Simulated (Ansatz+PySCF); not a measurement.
## doublet C₆H₅: levels of theory in one basis

```json
{"atom": "C", "x (Å)": "1.2852", "y (Å)": "0.0000", "z (Å)": "0.0000"}
{"atom": "C", "x (Å)": "0.7091", "y (Å)": "1.1279", "z (Å)": "0.0000"}
{"atom": "C", "x (Å)": "-0.5805", "y (Å)": "1.1159", "z (Å)": "0.0000"}
{"atom": "C", "x (Å)": "-1.2164", "y (Å)": "0.0000", "z (Å)": "0.0000"}
{"atom": "C", "x (Å)": "-0.5805", "y (Å)": "-1.1159", "z (Å)": "0.0000"}
{"atom": "C", "x (Å)": "0.7091", "y (Å)": "-1.1279", "z (Å)": "0.0000"}
{"atom": "H", "x (Å)": "1.2201", "y (Å)": "1.9945", "z (Å)": "0.0000"}
{"atom": "H", "x (Å)": "-1.0872", "y (Å)": "1.9853", "z (Å)": "0.0000"}
{"atom": "H", "x (Å)": "-2.2216", "y (Å)": "0.0000", "z (Å)": "0.0000"}
{"atom": "H", "x (Å)": "-1.0872", "y (Å)": "-1.9853", "z (Å)": "0.0000"}
{"atom": "H", "x (Å)": "1.2201", "y (Å)": "-1.9945", "z (Å)": "0.0000"}
```

Basis set: def2-SVP (spherical functions). Frozen core: 6 orbitals. Correlation on ROHF uses semicanonical orbitals with singles. Charge 0, multiplicity 2.

Computed with Ansatz (development build ahead of 0.2.0); each method stands on the lowest determinant of its kind that the runs found. NEVPT2 correlates all electrons. Active spaces start from the frontier orbitals, and the lowest solution found is given.

```csv
method,E − E(ROHF) (eV),<S²> of the determinant
ROHF,0.00,0.75
UHF,-0.13,0.86
ROHF-MP2,-19.98,–
"CASSCF(7,7)",-1.72,–
"SC-NEVPT2(7,7)",-20.61,–
```

What does UHF-MP2 give on the same scale?

-19.81 eV.

Is a single determinant a sound starting point here?

Only with care. Unrestricted orbitals gain 0.13 eV and <S²> is 0.86 against 0.75 for a pure state, a contamination that matters most for the unrestricted series. The CASSCF(7,7) natural occupations are 1.97, 1.93, 1.93, 1.00, 0.07, 0.07, 0.02.

Caution for UHF, UHF-MP2: the unrestricted determinant is spin contaminated. Caution for CASSCF(7,7), SC-NEVPT2(7,7): other starts end on other solutions of this active space.
